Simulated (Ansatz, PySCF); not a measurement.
System: methylsilane, CH6Si, charge 0, multiplicity 1. 
Structure (B3LYP-D3(BJ)/def2-TZVP (Ansatz, an electronic-structure program) minimum search):
SMILES: C[SiH3]
```xyz
8

C      0.0034    -0.0064    -1.2421
Si    -0.0017     0.0033     0.6340
H      0.0118    -1.0282    -1.6256
H     -0.8824     0.4951    -1.6359
H      0.8840     0.5079    -1.6311
H     -0.0132     1.3943     1.1492
H     -1.2005    -0.6969     1.1567
H      1.2042    -0.6795     1.1632
```

Quantity: vertical triplet-singlet gap (E(triplet) - E(singlet); each state is the SCF solution reached for its spin; the molecule has degenerate orbitals, so one determinant may break the symmetry; for the triplet T1 is 0.047), in kcal/mol. Cores are frozen in the correlated levels unless marked. UHF or UKS for open shells. No spin-orbit coupling. Non-relativistic. 

```csv
level,program,vertical triplet-singlet gap (kcal/mol)
SVWN5/def2-TZVPD,Ansatz,169.7
PBE/def2-TZVPD,Ansatz,171.1
M06-2X/def2-TZVPD,PySCF,186.1
wB97M-V/def2-TZVPD,Ansatz,188.7
MP2/aug-cc-pV(D+d)Z,Ansatz,188.6
MP2/def2-SVPD,Ansatz,195.3
```
